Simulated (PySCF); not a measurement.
Homolysis of ethanesulfonic acid, bond by bond

System: `CCS(=O)(=O)O` (C2H6O3S). Optimised structure (Å), atoms numbered from 1:
```
C     1.4072   -0.0442   -0.6082
C     0.4109   -0.5707    0.4011
S    -1.0070    0.4951    0.6010
O    -0.5470    1.8501    0.8050
O    -1.9595   -0.1401    1.4964
O    -1.6545    0.4353   -0.8936
H     0.9570    0.0195   -1.6087
H     1.7546    0.9573   -0.3194
H     2.2760   -0.7157   -0.6603
H     0.0018   -1.5584    0.1433
H     0.8285   -0.6323    1.4181
H    -2.4618   -0.0969   -0.8272
```

Computed at ωB97X-D3(BJ)/def2-TZVP // PBE0-D3(BJ)/def2-SVP with PySCF (density fitting, grid level 2). Thermal corrections: GFN2-xTB frequencies, unscaled, ideal gas at 298.15 K and 1 bar, quasi-RRHO entropy. These were taken at the GFN2-xTB minima.

```tsv
bond	r / Å	radicals	BDE(298 K) / kJ/mol	BDFE / kJ/mol	D₀ / kJ/mol	Dₑ / kJ/mol
C2–S3	1.785	[CH2]C + [O][S@@](=O)O	335	276	330	353
S3–O6	1.630	CC[S@]([O])=O + OH•	372	322	366	386
C1–C2	1.513	CH3• + [CH2]S(=O)(=O)O	397	344	389	425
C2–H	1.100	C[CH]S(=O)(=O)O + H•	413	375	406	444
```

Homolysis to relaxed radicals in the gas phase; the table need not hold every single bond outside rings.

Weakest of these: C2–S3 (335 kJ/mol); strongest: C2–H (413 kJ/mol).

Note: radicals beside a multiple bond are drawn in one resonance form, and their spin spreads.
